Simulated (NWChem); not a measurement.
Total energies of C₂H₃

```
C
C 1 1.3184
H 2 1.0982 1 138.73
H 1 1.1064 2 122.22 3 180.00
H 1 1.1119 4 115.68 2 180.00
```
Charge 0, spin multiplicity 2.

The numbers come from NWChem runs, not from measurements. All single points use one geometry, from UPBE/def2-SVP, a minimum by its harmonic frequencies.

Basis set: 6-311G** (54 functions).

| method | total energy (Ha) |
|---|---|
| UHF | -77.40965 |
| UMP2 | -77.65282 |
| UB2PLYP | -77.83182 |
| UPBE | -77.80988 |
| UB3LYP | -77.92618 |
| UBP86 | -77.91927 |

Total energies of different functionals aren't comparable as a measure of quality: only differences taken within one method are. 

The correlated methods keep 2 core orbitals frozen. B3LYP has NWChem's definition, with VWN1-RPA local correlation. The Pople sets run with spherical d functions. The structure started from a generated list of species. The unpaired electrons of the parent sit in orbitals of symmetry a' (Cs labels of the run); other states weren't searched. No SCF solution was tested for a lower state. Open-shell Hartree-Fock references start from PBE0 orbitals.
